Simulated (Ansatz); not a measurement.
# C2H5NO: the cost of one run

Program: Ansatz 0.2.0. Level of theory: RKS PBE-D4/def2-SVP. These are calculated values, not measurements.

### 1 Starting point

Bond lengths: C1–N2 1.252 Å, N2–C3 1.431 Å, C3–O4 1.476 Å, C1–H5 1.130 Å, C1–H6 1.128 Å, C3–H7 1.090 Å, C3–H8 1.133 Å, O4–H9 0.961 Å. Angles: C1–N2–C3 111.9°, N2–C1–H5 119.4°, N2–C1–H6 125.4°, H5–C1–H6 114.4°, N2–C3–O4 115.8°, N2–C3–H7 115.7°, N2–C3–H8 111.6°, O4–C3–H7 105.8°, O4–C3–H8 102.1°, H7–C3–H8 104.5°, C3–O4–H9 102.3°.

Structure file:

```xyz
9

C    -1.3691   -0.2547    0.1798
N    -0.4844   -0.3973   -0.6941
C     0.6902    0.3639   -0.3944
O     1.5414   -0.1691    0.6877
H    -2.3813   -0.7320    0.0262
H    -1.3186    0.4599    1.0511
H     0.5230    1.4133   -0.1500
H     1.4079    0.3871   -1.2711
H     1.4793   -1.1174    0.5478
```

### 2 End point A

input.yaml

```yaml
crystal:
  periodic: [false, false, false]
  atoms:
    - { symbol: C, position_ang: [-1.3691, -0.2547, 0.1798] }
    - { symbol: "N", position_ang: [-0.4844, -0.3973, -0.6941] }
    - { symbol: C, position_ang: [0.6902, 0.3639, -0.3944] }
    - { symbol: O, position_ang: [1.5414, -0.1691, 0.6877] }
    - { symbol: H, position_ang: [-2.3813, -0.732, 0.0262] }
    - { symbol: H, position_ang: [-1.3186, 0.4599, 1.0511] }
    - { symbol: H, position_ang: [0.523, 1.4133, -0.15] }
    - { symbol: H, position_ang: [1.4079, 0.3871, -1.2711] }
    - { symbol: H, position_ang: [1.4793, -1.1174, 0.5478] }
basis:
  gaussian: { orbitals: def2-SVP }
hamiltonian:
  xc: pbe
  dispersion: d4
relax:
  f_tol: 0.015
  max_steps: 40
output:
  orbitals: {}
```

Started as:

```
$ ansatz run input.yaml --threads 1 --pin off --max-ram 2048MiB --backend cpu --events-out ev --progress --plain --runs-dir out
```

What time and memory should one allow on 1 thread of Arm Neoverse V2, shared host?

About 38 s, with a peak of 0.12 GiB.
